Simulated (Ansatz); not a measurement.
Relaxation of H$_{3}$NSi$_{2}$ (6 atoms, charge 0, multiplicity 1), to a largest force component of 0.02 eV/Å in at most 50 steps.

Computed with UKS B3LYP-D4/def2-SVP (Ansatz 0.2.0).

```xyz
6
Properties=species:S:1:pos:R:3
N -1.050 0.276 -0.905
Si 0.537 -0.459 -1.064
Si 1.487 -0.480 0.899
H -1.773 -0.141 -0.339
H -1.158 1.278 -0.920
H 1.956 -0.474 2.330
```

Problem. Where does it end, and by what steps?

Solution. It converged. The force dipped under the threshold on the way, but the program's further checks kept it going. After 35 steps the energy has fallen by 1.481 eV; H6 moved furthest, 1.65 Å.

```json
{"step": "0", "energy less start (eV)": "0.0000", "largest force component (eV/Å)": "1.781", "accepted": "yes"}
{"step": "2", "energy less start (eV)": "-0.3164", "largest force component (eV/Å)": "0.795", "accepted": "yes"}
{"step": "4", "energy less start (eV)": "-0.6983", "largest force component (eV/Å)": "1.317", "accepted": "yes"}
{"step": "6", "energy less start (eV)": "-1.0815", "largest force component (eV/Å)": "0.835", "accepted": "yes"}
{"step": "8", "energy less start (eV)": "-1.2974", "largest force component (eV/Å)": "0.226", "accepted": "yes"}
{"step": "10", "energy less start (eV)": "-1.3203", "largest force component (eV/Å)": "0.181", "accepted": "yes"}
{"step": "12", "energy less start (eV)": "-1.3475", "largest force component (eV/Å)": "0.141", "accepted": "yes"}
{"step": "14", "energy less start (eV)": "-1.3548", "largest force component (eV/Å)": "0.403", "accepted": "yes"}
{"step": "16", "energy less start (eV)": "-1.3632", "largest force component (eV/Å)": "0.256", "accepted": "yes"}
{"step": "18", "energy less start (eV)": "-1.3657", "largest force component (eV/Å)": "0.213", "accepted": "yes"}
{"step": "20", "energy less start (eV)": "-1.3679", "largest force component (eV/Å)": "0.144", "accepted": "yes"}
{"step": "22", "energy less start (eV)": "-1.3715", "largest force component (eV/Å)": "0.109", "accepted": "yes"}
{"step": "24", "energy less start (eV)": "-1.3766", "largest force component (eV/Å)": "0.154", "accepted": "yes"}
{"step": "26", "energy less start (eV)": "-1.4000", "largest force component (eV/Å)": "0.354", "accepted": "yes"}
{"step": "28", "energy less start (eV)": "-1.4414", "largest force component (eV/Å)": "1.015", "accepted": "yes"}
{"step": "30", "energy less start (eV)": "-1.4687", "largest force component (eV/Å)": "0.571", "accepted": "yes"}
{"step": "32", "energy less start (eV)": "-1.4796", "largest force component (eV/Å)": "0.041", "accepted": "yes"}
{"step": "34", "energy less start (eV)": "-1.4810", "largest force component (eV/Å)": "0.070", "accepted": "yes"}
{"step": "35", "energy less start (eV)": "-1.4814", "largest force component (eV/Å)": "0.014", "accepted": "yes"}
```

```xyz
6
Properties=species:S:1:pos:R:3
N -0.963 0.243 -0.691
Si 0.464 0.394 0.228
Si 2.197 0.107 1.423
H -1.896 0.332 -0.298
H -0.970 0.019 -1.682
H 1.168 -1.094 1.020
```

Whether the end is a true minimum wasn't checked by a vibrational analysis.

The run took 69 s on 2 threads of Arm Neoverse V1 (shared host), peak memory 0.17 GiB.
